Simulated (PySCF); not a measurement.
Methanethial, CH2S.
Numbering: `[CH2:1]=[S:2]` (hydrogens: H3, H4 on C1)

The closed-shell ground state was solved at several levels (PySCF, density fitting, gas phase, non-relativistic). Isolated species at its GFN2-xTB geometry, gas phase.

```csv
level,basis functions,total energy (Eh),HOMO (eV),LUMO (eV),gap (eV),dipole (D)
CAM-B3LYP/def2-SVPD,63,-437.2960,-8.11,-1.44,6.67,1.82
PBE0/def2-SVPD,63,-437.1218,-6.78,-2.65,4.13,1.83
```

(1) What might PBE0/pcSseg-1 (51 basis functions) give for the same quantities?

(2) Over all these levels, which gives the widest orbital gap and which the narrowest?

(3) How far do the dipole and the HOMO energy spread over the levels?

Results:

(1) Total energy -437.2468 Eh, HOMO -6.72 eV, LUMO -2.57 eV, gap 4.15 eV, dipole 1.81 D.

(2) CAM-B3LYP/def2-SVPD (range-separated hybrid) has the widest, 6.67 eV, and PBE0/def2-SVPD (global hybrid, 25 % exact exchange) the narrowest, 4.13 eV. The two share the basis. From the narrowest to the widest the HOMO moves by -1.33 eV and the LUMO by +1.21 eV.

(3) The dipole runs from 1.81 to 1.83 D (mean 1.82 D) and the HOMO from -8.11 to -6.72 eV.
